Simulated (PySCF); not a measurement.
Ionisation of 2-methyl-1-buten-3-yne

Molecule: 2-methyl-1-buten-3-yne, `C#CC(=C)C` (C5H6). Optimised structure (Å), atoms numbered from 1:
```
C     2.3629   -0.4597    0.5388
C     1.2326   -0.1189    0.2563
C    -0.1175    0.2312   -0.0713
C    -0.4430    1.4995   -0.3737
C    -1.1175   -0.8916   -0.0533
H     3.3677   -0.7480    0.7852
H     0.3071    2.2927   -0.3774
H    -1.4730    1.7665   -0.6237
H    -0.8252   -1.6832   -0.7609
H    -1.1630   -1.3550    0.9447
H    -2.1204   -0.5319   -0.3211
```

Energies: ωB97X-D3(BJ)/ma-def2-TZVP (PySCF, density fitting, integration grid level 2) on PBE0-D3(BJ)/def2-SVP structures. The prefix ma- adds one diffuse s and one diffuse p function on all atoms but H. Thermal corrections: PBE0-D3(BJ)/def2-SVP frequencies, unscaled, ideal gas at 298.15 K and 1 bar, quasi-RRHO entropy.

Frontier levels of the parent: HOMO -9.26 eV, LUMO 1.05 eV.

Oxidation to the radical cation:
* Vertical ionisation energy (electronic): 9.14 eV
* Adiabatic ionisation energy (with zero-point energy): 8.97 eV
* Adiabatic, electronic part: 9.03 eV
* Vertical gap at the product's structure: 8.78 eV
* Inner reorganisation energy (four-point): 361 meV
* Relaxation of product / of parent: 115 / 246 meV
* ⟨S²⟩ of the product: 0.787
* Largest spin populations: C4 0.56, C1 0.39, C3 0.10
* Largest changes of atomic charge: C1 0.26, C4 0.23, C3 0.13
* Distances that move most (Å): C3–C4 1.344 → 1.406; C2–C3 1.433 → 1.393; C3–C5 1.504 → 1.482; C1–C2 1.214 → 1.229
* Potential in dichloromethane: 6.88 V absolute, 2.18 V against Fc+/Fc computed at 4.70 V (solvation -13 → -212 kJ/mol)

Solvents are IEF-PCM continua (electrostatics only, gas-phase structures); absolute potentials refer to an electron at rest in vacuum. Fc+/Fc in dichloromethane, 4.70 V, is ωB97X-D3(BJ)/ma-def2-TZVP on PBE0-D3(BJ)/def2-SVP structures with GFN2-xTB thermal terms. Benchmark calculations put it near 5.0 V in acetonitrile and DMSO, so it is about 0.3 V low, and the value against it can read up to that much too high.

Measured values (NIST Chemistry WebBook, evaluated or the median of agreeing entries): vertical ionisation energy 9.30 eV (computed 9.14, difference -0.16); adiabatic ionisation energy 9.25 eV (computed 8.97, difference -0.28).
